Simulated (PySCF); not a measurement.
Species: thiohydroxylamine, H3NS.
Bonds: N1–S2. Hydrogens: H3, H4 on N1; H5 on S2.

The geometry is computed with GFN2-xTB (gas phase).

Question: Give the optimised bond lengths and angles.

Answer: 
```json
{"bond": "N1–S2", "length (Å)": "1.719", "order": "single"}
{"bond": "N1–H3, N1–H4", "length (Å)": "1.015", "order": "single"}
{"bond": "S2–H5", "length (Å)": "1.339", "order": "single"}
```

Bonds in one row agree within 0.01 Å and their mean is given. Orders are formal, as drawn. A selection of angles:
```json
{"angle": "S2–N1–H3", "degrees": "109.7"}
{"angle": "H3–N1–H4", "degrees": "108.8"}
{"angle": "N1–S2–H5", "degrees": "95.5"}
```

N1 (nitrogen bonded to S and 2 H) is pyramidal (angles 109.8°, 109.7° and 108.8°, sum 328.3°, 0.39 Å off the plane of its three neighbours).

Point group: Cs (tolerance 0.08 Å). Not checked by GFN2-xTB frequencies. One conformer, not necessarily the lowest (H–N1–S2–H -120° and 120°).
